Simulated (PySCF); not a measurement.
**ClF at other levels of theory**

Aim: see what other levels and later steps give for ClF.

The runs use PySCF 2.14.0; each script names its method and basis.

4 further runs of the same task are left out: 4 that didn't finish.

## Step 1: Starting geometry

ClF: 2 atoms, charge 0, spin multiplicity 1.

Bond lengths: Cl1–F2 1.664 Å.

## Step 2: Base script

File input.py:

```python
from pyscf import gto, dft, tdscf

mol = gto.M(
    atom='Cl 0 0 0; F 0 0 1.664',
    basis='cc-pvdz',
    charge=0,
    spin=0,
    symmetry=True,
    verbose=4,
)
mf = dft.RKS(mol, xc='b3lyp5')
mf = mf.density_fit(auxbasis='def2-universal-jkfit')
mf.kernel()
td = tdscf.TDA(mf)
td.nstates = 4
td.kernel()
td.analyze()
mf.dip_moment()
print('orbital energies (hartree):', mf.mo_energy[..., max(0, mol.nelec[1]-3):mol.nelec[0]+3].round(4))
```

Run with:

```bash
$ OMP_NUM_THREADS=1 python input.py
```

Its log is not repeated here.

Base result: E(SCF) = -559.871328 Eh, 8 cycles, μ = 1.11 D, excitations 3.96, 3.96, 7.50, 7.50 eV.

The bond length is a typed value, not an optimised one.

## Step 3: Gradient

Variant 1 changes step after the SCF: tda → gradient.

File input.py:

```python
from pyscf import gto, dft

mol = gto.M(
    atom='Cl 0 0 0; F 0 0 1.664',
    basis='cc-pvdz',
    charge=0,
    spin=0,
    symmetry=True,
    verbose=4,
)
mf = dft.RKS(mol, xc='b3lyp5')
mf = mf.density_fit(auxbasis='def2-universal-jkfit')
mf.kernel()
g = mf.nuc_grad_method()
g.grid_response = True
g.kernel()
mf.dip_moment()
print('orbital energies (hartree):', mf.mo_energy[..., max(0, mol.nelec[1]-3):mol.nelec[0]+3].round(4))
```

Run with:

```bash
$ OMP_NUM_THREADS=1 python input.py
```

## Step 4: Mn15l

Variant 2 changes functional: b3lyp5 → mn15l.

input.py, as its differences from that of step 2:

```diff
@@ -10,3 +10,3 @@
 )
-mf = dft.RKS(mol, xc='b3lyp5')
+mf = dft.RKS(mol, xc='mn15l')
 mf = mf.density_fit(auxbasis='def2-universal-jkfit')
```

## Step 5: Population analysis

Variant 3 changes step after the SCF: tda → analyze.

File input.py:

```python
from pyscf import gto, dft

mol = gto.M(
    atom='Cl 0 0 0; F 0 0 1.664',
    basis='cc-pvdz',
    charge=0,
    spin=0,
    symmetry=True,
    verbose=4,
)
mf = dft.RKS(mol, xc='b3lyp5')
mf = mf.density_fit(auxbasis='def2-universal-jkfit')
mf.kernel()
mf.analyze()
print('orbital energies (hartree):', mf.mo_energy[..., max(0, mol.nelec[1]-3):mol.nelec[0]+3].round(4))
```

## Step 6: Polarisability

Variant 4 changes step after the SCF: tda → polarizability.

input.py, as its differences from that of step 2:

```diff
@@ -1,2 +1,3 @@
-from pyscf import gto, dft, tdscf
+from pyscf import gto, dft
+from pyscf.prop.polarizability import rhf as pol
 
@@ -13,6 +14,4 @@
 mf.kernel()
-td = tdscf.TDA(mf)
-td.nstates = 4
-td.kernel()
-td.analyze()
+print('polarizability (a.u.)')
+print(pol.Polarizability(mf).polarizability().round(4))
 mf.dip_moment()
```

**Question.** What will these runs give? Wanted: for each run, E(SCF); from base; gap; SCF dipole; after the SCF.

The runs gave:

```
                run  E(SCF) (hartree)  from base (eV)  cycles  gap (eV)  SCF dipole (D)              after the SCF
               base       -559.871328               0       8      5.63            1.11  lowest root found 3.96 eV
           gradient       -559.871328          0.0000       8      5.63            1.11                        n/a
              mn15l       -559.815740  not comparable       7      4.58            1.07  lowest root found 4.70 eV
population analysis       -559.871328          0.0000       8      5.63            1.11                        n/a
     polarisability       -559.871328          0.0000       8      5.63            1.11                        n/a
```

**Reading.** The gap between the frontier levels is 4.6 eV with mn15l (0 % exact exchange) and 5.6 eV with b3lyp5 (20 %): exact exchange opens it. Total energies of different functionals can't be compared with each other; differences within one functional can.
